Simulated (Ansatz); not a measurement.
A made-up structure of CH₅BSi, closed shell:

B1  (0.382, 0.353, 0.442)
Si2  (-0.747, 1.095, -0.987)
C3  (0.455, -1.355, 0.649)
H4  (-1.465, 0.177, -1.799)
H5  (-0.874, 2.486, -1.238)
H6  (1.005, 1.004, 1.156)
H7  (-0.116, -2.010, -0.002)
H8  (1.046, -1.862, 1.404)
(Å)

It is relaxed with PBE-D4/def2-SVP and then PBE0-D4/def2-TZVP (Ansatz 0.2.0). Atoms count as bonded within 1.22 times the sum of their covalent radii (H–H: 0.88 Å). The end point is not checked to be a true minimum.

(1) Does its bonding change? (A judgement: the text doesn't fix the answer.)

Results:

(1) Computed: Yes. Formed: Si2–C3; broken: none.

Where it ends: The first stage lowers the energy by 1.04 eV in 8 steps. It ends as CH₅BSi ([BH]1[CH2][SiH2]1):
```tsv
atom	x (Å)	y (Å)	z (Å)
B1	0.1362	0.3998	1.0422
Si2	-0.6345	0.6628	-0.6779
C3	0.3585	-0.8428	0.2581
H4	-1.8223	-0.0360	-1.2170
H5	-0.0479	1.5616	-1.7073
H6	0.8216	0.9882	1.8123
H7	-0.4460	-1.4947	-0.0918
H8	1.3193	-1.3518	0.2050
```

Labels in which every atom is bracketed show which atoms are joined, not bond orders.

For scale, one of the runs: PBE0-D4/def2-TZVP relaxation, 129 basis functions, launched by `ansatz run in.yaml --threads 2 --pin off --events-out ev --progress --plain --max-ram 4352MiB`. The run took about 50 s on 2 CPU threads of an Arm Neoverse V1 (shared host).
